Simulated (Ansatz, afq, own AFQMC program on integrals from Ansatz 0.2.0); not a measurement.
**As, quartet in def2-TZVP, levels against full CI**

A free As atom.

Basis def2-TZVP. Only valence electrons are correlated. Ansatz 0.2.0 and our own AFQMC program on the same integrals; the CISD trial comes from CCSD amplitudes, and released means the phaseless constraint is let go. Free projection: walkers drawn from exp(T), propagated without any constraint. Its projection time is finite, and what remains of the start isn't in its error. Error bars are statistical, one sigma. No spin–orbit coupling.

Determinant: UHF, the one that the program's search chose, which needn't be the lowest solution.

Full CI on the same integrals is exact in this basis and with this determinant's frozen core.

Cautions: no relativity below Rb; no spin-orbit coupling; inner d shell frozen.

* T1 diagnostic: 0.0032
* weight of the determinant in the CISD state: 0.947
* ⟨S²⟩ of the determinant: 3.751
* size of the correlated space: 5 electrons in 34 orbitals

Reference: full CI, correlation energy -2.433 eV. The released energy is read at 1.50 1/Eh (meV from the phaseless value at times in 1/Eh: -0.3 ± 1.0 at 0.24, 0.2 ± 0.8 at 0.50, -0.4 ± 0.7 at 1.00, -0.5 ± 0.5 at 1.50).

```tsv
level	E − E(reference) (kcal/mol)	share of correlation (%)
HF	56.10	0.00
MP2	11.10	80.21
CCSD	2.20	96.08
CCSD(T)	0.41	99.27
CCSDT	0.05	99.90
CCSDT(Q)	0.01	99.99
CCSDTQ	0.00	100.00
ph-AFQMC/HF	0.49 ± 0.25	99.13
ph-AFQMC/CISD	0.02 ± 0.03	99.97
released AFQMC	0.00 ± 0.01	99.99
free AFQMC	-0.02 ± 0.01	100.03
```

CCSDT and higher add their correlation energy to the determinant of the CCSD(T) run, since their own runs factorise the integrals more tightly (a shift of under 2 meV). Free projections are given only where their last times agree within the noise and don't stop above the reference; a slow remainder of the start can still hide under it. A walk keeps the symmetry of its determinant, which the program's search chose and which needn't be the lowest solution, so a lower state of the same spin and another symmetry isn't excluded. Released energies are given only where the last usable release times agree within the noise; a slower fall can still hide under it.
